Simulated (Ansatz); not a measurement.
**C2H4S (singlet): the correlation ladder, STO-3G**

One table from this session's results is given with a row withheld; the runs are named, their logs left out.

Computed with Ansatz 0.2.0, Gaussian basis. Level: STO-3G, core rule «outside noble gas», up to 7 orbitals frozen.

To be run: UHF; CCSD(T) on RHF; BCCD(T) on RHF; CISD; CCSDT(Q) on RHF; CISDTQ; CCSDTQ on RHF; CASSCF and MRCISD+Q, 8 electrons in 8 orbitals; CASSCF and NEVPT2, 8 electrons in 8 orbitals; Full CI.

18 further runs of the same task are left out: 1 that didn't finish, 17 set aside as unsound or not needed.

### The geometry

The geometry is an MP2(full)/6-31G* stationary point (not a proven minimum).

7 atoms, charge 0, spin multiplicity 1.

Atoms are counted from 1 here; the program's logs count them from 0.

Bond lengths: C1–S2 1.814 Å, C1–C3 1.479 Å, C1–H4 1.085 Å, C1–H5 1.085 Å, S2–C3 1.814 Å, C3–H6 1.085 Å, C3–H7 1.085 Å. Angles: S2–C1–C3 65.9°, S2–C1–H4 115.6°, S2–C1–H5 115.6°, C3–C1–H4 118.1°, C3–C1–H5 118.1°, H4–C1–H5 114.8°, C1–S2–C3 48.1°, C1–C3–S2 65.9°, C1–C3–H6 118.1°, C1–C3–H7 118.1°, S2–C3–H6 115.6°, S2–C3–H7 115.6°, H6–C3–H7 114.8°.

The first run:

File in.yaml:

```yaml
crystal:
  periodic: [false, false, false]
  atoms:
    - {symbol: C, position_ang: [0.000000, -0.739719, -0.864068]}
    - {symbol: S, position_ang: [0.000000, 0.000000, 0.791740]}
    - {symbol: C, position_ang: [0.000000, 0.739719, -0.864068]}
    - {symbol: H, position_ang: [-0.913940, -1.250142, -1.148628]}
    - {symbol: H, position_ang: [0.913940, -1.250142, -1.148628]}
    - {symbol: H, position_ang: [0.913940, 1.250142, -1.148628]}
    - {symbol: H, position_ang: [-0.913940, 1.250142, -1.148628]}
basis:
  gaussian: {orbitals: STO-3G}
magnetization: {spin_polarized: true, initial_magnetization: 0}
hamiltonian: {xc: hf}
output: {orbitals: {seedname: orbitals}}
```

Launch:

```console
> ansatz run in.yaml --threads 1 --pin off --events-out ev --progress --plain --max-ram 3956MiB --backend cpu
```

Steps of the session up to this table: UHF; CCSD(T) on RHF; BCCD(T) on RHF; CISD; CCSDT(Q) on RHF; CISDTQ; CCSDTQ on RHF; CASSCF and MRCISD+Q, 8 electrons in 8 orbitals; CASSCF and NEVPT2, 8 electrons in 8 orbitals; Full CI.

One of the session's tables, all rows but one given; the rest of the session is left out.

```
           method  from FCI (kJ/mol)
              RHF             +471.0
             RMP2             +107.7
             CISD              +40.4
            RCCSD               +6.1
         RCCSD(T)               +2.0
          BCCD(T)               +2.0
           RCCSDT               +1.1
           CISDTQ                  ?
        RCCSDT(Q)               +0.2
          RCCSDTQ                0.0
  CASSCF frontier             +210.3
  NEVPT2 frontier              +58.9
  MRCISD frontier               +7.7
MRCISD+Q frontier               -0.9
              FCI                  0
```

**Question.** Estimate the row for CISDTQ.

The run gave: from FCI (kJ/mol): +1.9. In the column «from FCI (kJ/mol)» it lies between RCCSDT (+1.1) and RCCSD(T) (+2.0).

Limits of these values: MRCISD+Q frontier falls below full CI: the +Q correction isn't variational, and the cores differ from full CI's.
